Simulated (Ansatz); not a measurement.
# C2H2ClF: ionisation energy by level of theory

Aim: the vertical ionisation energy of C2H2ClF, as cation minus neutral at the neutral's geometry, on several levels, and how well −ε(HOMO) stands in for it.

Program: Ansatz 0.2.0, Gaussian basis. Level of theory: unrestricted cation, the program's frozen cores in correlated methods. These are calculated values, not measurements.

Plan: UKS PBE-D4/def2-TZVPP; UKS r2SCAN-D4/def2-TZVPP; UKS PBE0-D4/def2-TZVPP; UKS B3LYP-D4/def2-TZVPP; UKS wB97X-V/def2-TZVPP; UKS wB97M-V/def2-TZVPP; UKS B2PLYP/def2-TZVPP; UHF-CCSD(T)/def2-TZVPP; UHF-MP2/def2-QZVPP; extrapolation to the limit; then −ε(HOMO) from the neutral's earlier runs with LDA (SPW92), PBE-D4, revPBE-D4, BLYP-D4, r2SCAN-D4, B97M-V, PBE0-D4, B3LYP-D4, r2SCANh-D4, r2SCAN0-D4, HSE06-D4, BHLYP-D4, CAM-B3LYP-D4, LC-ωPBE, ωB97X-V, ωB97M-V.

### 1 The relaxed structure

An earlier PBE0-D4 in a triple-zeta def2 set relaxation fixed the geometry.

6 atoms, charge 0, spin multiplicity 1.

Atoms are counted from 1 here; the program's logs count them from 0.

Bond lengths: F1–C2 1.333 Å, C2–C3 1.320 Å, C2–H5 1.083 Å, C3–Cl4 1.713 Å, C3–H6 1.082 Å. Angles: F1–C2–C3 120.7°, F1–C2–H5 113.8°, C3–C2–H5 125.5°, C2–C3–Cl4 121.4°, C2–C3–H6 122.6°, Cl4–C3–H6 116.0°.

As a file:

```xyz
6
charge 0, multiplicity 1
F    -0.30833    1.77492    0.08972
C    -0.01499    0.56508   -0.38646
C     0.00511   -0.48647    0.41167
Cl    0.37870   -2.04917   -0.18110
H     0.19185    0.55186   -1.44946
H    -0.21034   -0.42022    1.46943
```

### 2 Cation, UKS PBE-D4/def2-TZVPP

Contents of in.yaml:

```yaml
crystal:
  periodic: [false, false, false]
  atoms:
    - {symbol: F, position_ang: [-0.308326, 1.774920, 0.089717]}
    - {symbol: C, position_ang: [-0.014994, 0.565078, -0.386457]}
    - {symbol: C, position_ang: [0.005115, -0.486469, 0.411667]}
    - {symbol: Cl, position_ang: [0.378696, -2.049174, -0.181103]}
    - {symbol: H, position_ang: [0.191850, 0.551864, -1.449456]}
    - {symbol: H, position_ang: [-0.210341, -0.420217, 1.469431]}
basis:
  gaussian: {orbitals: def2-TZVPP}
total_charge: 1
magnetization: {spin_polarized: true, initial_magnetization: 1}
hamiltonian: {xc: pbe, dispersion: d4}
```

The runs that follow: Cation, UKS r2SCAN-D4/def2-TZVPP; Cation, UKS PBE0-D4/def2-TZVPP; Cation, UKS B3LYP-D4/def2-TZVPP; Cation, UKS wB97X-V/def2-TZVPP; Cation, UKS wB97M-V/def2-TZVPP; Cation, UKS B2PLYP (frozen core)/def2-TZVPP; Cation, UHF-CCSD(T)/def2-TZVPP; Cation, UHF-MP2/def2-QZVPP.

Before running them: what should the planned runs give, taken together? Wanted: ionisation energy, CCSD(T)/CBS; nearest functional by difference; nearest −ε(HOMO); −ε(HOMO) of PBE; T1 of the cation.

As calculated:

```
                        quantity               value
  ionisation energy, CCSD(T)/CBS            10.18 eV
nearest functional by difference  ωB97X-V (-0.29 eV)
                nearest −ε(HOMO)  LC-ωPBE (-0.05 eV)
                 −ε(HOMO) of PBE             6.17 eV
                T1 of the cation               0.028
```

**Reading.** By cation minus neutral, the functionals miss by 0.54 eV at most. −ε(HOMO) of PBE misses by 4.0 eV, since self-interaction lifts the level. Among orbital estimates LC-ωPBE comes nearest. Hartree-Fock falls 1.14 eV short, as the neutral has more correlation energy than the cation.
